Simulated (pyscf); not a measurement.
Optimised with ωB97X-D3(BJ)/def2-SVP in PySCF.

Question: Estimate the classical barrier height and the reaction energy of HO–GaH–OH (SMILES [OH][GaH][OH]) + H₂ (SMILES [H][H]) → HO–GaH₂ (SMILES [OH][GaH2]) + H₂O (SMILES O) at ωB97M-D3(BJ)/def2-TZVP. The step runs on the singlet surface, breaks Ga–O, H–H and forms Ga–H, H–O; take the separated reactants as zero.

Answer: ΔE‡ = 23.7 kcal/mol, ΔE = +10.6 kcal/mol. Zero-point energy shifts the barrier by +2.5 kcal/mol. It is a four-centre exchange, with an imaginary mode of 1321i cm⁻¹. On the product side the descent ends in an adduct with a Ga–O contact, 16.8 kcal/mol under the separated species and 28.4 kcal/mol under the saddle at ωB97X-D3(BJ)/def2-TZVP. What is counted as broken (Ga–O) persists as a longer contact in the product adduct; parting that adduct is a step of its own. At the saddle there is also a short Ga–H contact that neither side keeps. This is the saddle that the search found; another between the same sides may lie lower. Elements up to Kr have no core potential and no relativistic terms here.
